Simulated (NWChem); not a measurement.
# One shape, several levels: C3H5F3 (SMILES CC(F)C(F)F)

Aim: a comparison of 3 runs (HF/STO-3G, HF/3-21G, B3LYP/6-31G*) of C3H5F3. 

Program for the calculation: NWChem 7.3.0.

## (1) Starting point

The species is C3H5F3 (11 atoms), meant as a singlet with charge 0. As SMILES, `CC(F)C(F)F`. The coordinates come from a PBE0-D4/def2-TZVP relaxation. This is one conformer, not always the lowest.

Bond lengths: C1–C2 1.504 Å, C2–F3 1.384 Å, C2–C4 1.517 Å, C4–F5 1.357 Å, C4–F6 1.352 Å, C1–H7 1.090 Å, C1–H8 1.090 Å, C1–H9 1.091 Å, C2–H10 1.096 Å, C4–H11 1.094 Å. Some angles: C1–C2–F3 110.1°, C1–C2–C4 113.7°, F3–C2–C4 106.8°, C2–C4–F5 108.9°, C2–C4–F6 111.1°, F5–C4–F6 107.7°, C1–C2–H10 111.4°, F3–C2–H10 107.4°, C4–C2–H10 107.1°, C2–C1–H7 110.5°.

## (2) Energy and forces at HF/STO-3G (run 1)

test.nw

```
echo
start test
memory total 2200 mb
charge 0

geometry units angstrom noautosym nocenter noautoz
   C     -0.101400     1.165700    -0.532000
   C      0.121700    -0.321300    -0.508300
   F      1.396400    -0.619200    -0.957800
   C     -0.010800    -0.936600     0.872500
   F     -1.308100    -0.862000     1.263800
   F      0.731600    -0.262000     1.779100
   H      0.626300     1.670700     0.103400
   H     -0.002000     1.536300    -1.552600
   H     -1.105300     1.398100    -0.172400
   H     -0.586200    -0.841900    -1.162600
   H      0.303300    -1.984900     0.887400
end

basis "ao basis" spherical bse
   C library STO-3G
   F library STO-3G
   H library STO-3G
end

scf
   singlet
   rhf
   thresh 1e-08
   maxiter 80
end

task scf gradient
```

The run is started by

```
$ nwchem test.nw > test.out
```

Output:

```text
[...]
  functions       =    35
[...]
  wavefunction    = RHF
[...]
         Total SCF energy =   -409.237263940873
      One-electron energy =  -1101.666328719327
      Two-electron energy =    425.598285467718
 Nuclear repulsion energy =    266.830779310736
        Time for solution =      2.1s
[...]
                         RHF ENERGY GRADIENTS
    atom               coordinates                        gradient
                 x          y          z           x          y          z
   1 C      -0.191618   2.202854  -1.005334    0.011794  -0.033890  -0.000574
   2 C       0.229980  -0.607169  -0.960548   -0.019343   0.024941   0.039639
   3 F       2.638813  -1.170118  -1.809980   -0.011878  -0.000027   0.007100
   4 C      -0.020409  -1.769917   1.648786    0.009030   0.013504  -0.020853
   5 F      -2.471951  -1.628944   2.388236    0.031232   0.000110  -0.011282
   6 F       1.382524  -0.495108   3.362012   -0.020371  -0.018116  -0.022990
   7 H       1.183535   3.157165   0.195398    0.002837   0.001529   0.002696
   8 H      -0.003779   2.903186  -2.933989   -0.000044   0.000338  -0.004711
   9 H      -2.088714   2.642026  -0.325789   -0.004922  -0.000191   0.001597
  10 H      -1.107757  -1.590960  -2.196995    0.007023  -0.002418   0.001581
  11 H       0.573154  -3.750917   1.676943   -0.005358   0.014220   0.007800
[...]
```

Wall time 3.3 s (1 thread of Intel Xeon 6975P-C (Granite Rapids), shared host); peak memory 0.096 GiB.

## (3) Energy and gradient at HF/3-21G (run 2)

struct.nw

```
start struct
title "C3H5F3 hf"
memory stack 880 mb heap 220 mb global 1100 mb

geometry units angstroms noautosym nocenter noautoz
  C       -0.101400       1.165700      -0.532000
  C        0.121700      -0.321300      -0.508300
  F        1.396400      -0.619200      -0.957800
  C       -0.010800      -0.936600       0.872500
  F       -1.308100      -0.862000       1.263800
  F        0.731600      -0.262000       1.779100
  H        0.626300       1.670700       0.103400
  H       -0.002000       1.536300      -1.552600
  H       -1.105300       1.398100      -0.172400
  H       -0.586200      -0.841900      -1.162600
  H        0.303300      -1.984900       0.887400
end

basis "ao basis" spherical bse
  * library 3-21G
end

scf
  thresh 1e-08
  maxiter 80
end

task scf gradient
```

The run is started by

```
$ nwchem struct.nw > struct.out
```

Output:

```text
[...]
  functions       =    64
[...]
  wavefunction    = RHF
[...]
         Total SCF energy =   -412.578998055986
      One-electron energy =  -1102.032366875080
      Two-electron energy =    422.622589508358
 Nuclear repulsion energy =    266.830779310736
        Time for solution =      2.5s
[...]
                         RHF ENERGY GRADIENTS
    atom               coordinates                        gradient
                 x          y          z           x          y          z
   1 C      -0.191618   2.202854  -1.005334    0.004543  -0.011717  -0.002127
   2 C       0.229980  -0.607169  -0.960548    0.022338   0.013745   0.001562
   3 F       2.638813  -1.170118  -1.809980   -0.017986   0.003018   0.003451
   4 C      -0.020409  -1.769917   1.648786   -0.011057   0.024703   0.013605
   5 F      -2.471951  -1.628944   2.388236    0.017100  -0.003577  -0.001161
   6 F       1.382524  -0.495108   3.362012   -0.010884  -0.012882  -0.010152
   7 H       1.183535   3.157165   0.195398    0.003781   0.004424   0.003620
   8 H      -0.003779   2.903186  -2.933989   -0.000231   0.001467  -0.006016
   9 H      -2.088714   2.642026  -0.325789   -0.006235   0.002013   0.001797
  10 H      -1.107757  -1.590960  -2.196995   -0.004414  -0.007265  -0.008588
  11 H       0.573154  -3.750917   1.676943    0.003046  -0.013929   0.004009
[...]
```

Wall time 3.6 s (1 thread of Intel Xeon 6975P-C (Granite Rapids), shared host); peak memory 0.094 GiB.

## (4) Energy and forces at B3LYP/6-31G(d) (Cartesian functions) (run 3)

run.py

```python
from ase import Atoms
from ase.calculators.nwchem import NWChem

atoms = Atoms(['C', 'C', 'F', 'C', 'F', 'F', 'H', 'H', 'H', 'H', 'H'], positions=[
    [-0.101400, 1.165700, -0.532000],
    [0.121700, -0.321300, -0.508300],
    [1.396400, -0.619200, -0.957800],
    [-0.010800, -0.936600, 0.872500],
    [-1.308100, -0.862000, 1.263800],
    [0.731600, -0.262000, 1.779100],
    [0.626300, 1.670700, 0.103400],
    [-0.002000, 1.536300, -1.552600],
    [-1.105300, 1.398100, -0.172400],
    [-0.586200, -0.841900, -1.162600],
    [0.303300, -1.984900, 0.887400],
])

calc = NWChem(
    label='input',
    theory='dft',
    memory='2200 mb',
    basis='6-31G*',
    dft={'xc': 'b3lyp', 'mult': '1', 'grid': 'fine', 'convergence': 'energy 1e-08', 'iterations': '100', 'mulliken': None},
)
atoms.calc = calc

forces = atoms.get_forces()
print(f"energy = {atoms.get_potential_energy():.6f} eV")
print("forces (eV/A):")
for s, f in zip(atoms.symbols, forces):
    print(f"{s:2s} {f[0]:10.5f} {f[1]:10.5f} {f[2]:10.5f}")
print("dipole (e A):", atoms.get_dipole_moment().round(4))
```

The run is started by

```
$ export ASE_NWCHEM_COMMAND="nwchem PREFIX.nwi > PREFIX.nwo"
$ python run.py
```

Output:

```text
energy = -11342.892042 eV
forces (eV/A):
C    -0.07682    0.21880   -0.03908
C    -0.21973   -0.21721   -0.03260
F     0.43200   -0.05775   -0.12964
C     0.13097   -0.34571   -0.13251
F    -0.54163    0.02669    0.09878
F     0.34730    0.29223    0.29907
H     0.06911    0.03975    0.06320
H     0.02093    0.07040   -0.09672
H    -0.09266    0.04083    0.04515
H    -0.09462   -0.00267   -0.03666
H     0.02515   -0.06525   -0.03898
dipole (e A): [-0.1772 -0.0132 -0.1976]
```

The calculator wrote input.nwi:

```
title "input"

permanent_dir input

scratch_dir input

start input

geometry units angstrom nocenter noautosym noautoz
  C  -1.0140000000000000e-01 1.1657000000000000e+00 -5.3200000000000003e-01
  C  1.2170000000000000e-01 -3.2129999999999997e-01 -5.0829999999999997e-01
  F  1.3964000000000001e+00 -6.1919999999999997e-01 -9.5779999999999998e-01
  C  -1.0800000000000001e-02 -9.3659999999999999e-01 8.7250000000000005e-01
  F  -1.3081000000000000e+00 -8.6199999999999999e-01 1.2638000000000000e+00
  F  7.3160000000000003e-01 -2.6200000000000001e-01 1.7790999999999999e+00
  H  6.2629999999999997e-01 1.6707000000000001e+00 1.0340000000000001e-01
  H  -2.0000000000000000e-03 1.5363000000000000e+00 -1.5526000000000000e+00
  H  -1.1052999999999999e+00 1.3980999999999999e+00 -1.7240000000000000e-01
  H  -5.8620000000000005e-01 -8.4189999999999998e-01 -1.1626000000000001e+00
  H  3.0330000000000001e-01 -1.9849000000000001e+00 8.8739999999999997e-01
end

memory 2200 mb

basis noprint
   * library 6-31G*
end

dft
  xc b3lyp
  mult 1
  grid fine
  convergence energy 1e-08
  iterations 100
  mulliken
end

task dft gradient
```

input.nwo:

```text
Northwest Computational Chemistry Package (NWChem) 7.3.0
             --------------------------------------------------------

           Job information
           ---------------

    nwchem branch   = 7.3.0
    use scalapack   = T
    input           = input.nwi
    prefix          = input.
    data base       = input/input.db
    status          = startup
    nproc           =        1

           Memory information
           ------------------

[... 5 lines left out ...]
    hardfail = no
[... 110 lines left out ...]
  convergence criterion.
[... 42 lines left out ...]
          Spatial weights used:  Erf1
[... 32 lines left out ...]
 1-e energy   =   -1102.936971
[... 43 lines left out ...]
           Coulomb energy =      471.731316846479
[... 767 lines left out ...]
          Convergence on density requested:  1.00D-05
[... 28 lines left out ...]
          total energy or number of iterations.
[... 36 lines left out ...]
                 ----------------------------------------
                 |  Time  |  1-e(secs)   |  2-e(secs)   |
                 ----------------------------------------
                 |  CPU   |       0.01   |       1.89   |
                 ----------------------------------------
                 |  WALL  |       0.01   |       1.89   |
                 ----------------------------------------

 Task  times  cpu:       22.5s     wall:       22.5s
 Total times  cpu:       22.5s     wall:       22.5s
```

It took 24 s on 1 thread of Intel Xeon 6975P-C (Granite Rapids), shared host; peak memory 0.12 GiB.

## (5) All runs side by side

| run | level | Cartesian functions | iteration cap | energy (Eh) | dipole moment (D) | HOMO energy (eV) | LUMO energy (eV) | wall time |
| --- | --- | --- | --- | --- | --- | --- | --- | --- |
| 1 | HF/STO-3G | no | 80 | -409.237264 | 1.02 | -10.23 | 13.58 | 3.3 s |
| 2 | HF/3-21G | no | 80 | -412.578998 | 1.74 | -13.36 | 7.07 | 3.6 s |
| 3 | B3LYP/6-31G* (Cartesian functions) | yes | 100 | -416.843597 | 1.28 | -8.77 | 2.43 | 24 s |

## (6) Summary of results

| quantity | value |
| --- | --- |
| run 3: total energy | -416.84360 Eh |
| run 3: dipole moment | 1.28 D |
| run 3: HOMO energy | -8.77 eV |
| run 3: LUMO energy | 2.43 eV |
| run 3: HOMO–LUMO gap | 11.20 eV |
| run 3: largest force on an atom | 0.551 eV/Å |

What this shows: The dipole moment (its size) runs from 1.02 D (HF/STO-3G) to 1.74 D (HF/3-21G). The HOMO–LUMO gap runs from 11.20 eV (B3LYP/6-31G*) to 23.81 eV (HF/STO-3G). The two ends differ in method and basis. In run 1 the basis is minimal, so the values are rough. All runs together took 31 s, the longest 24 s.
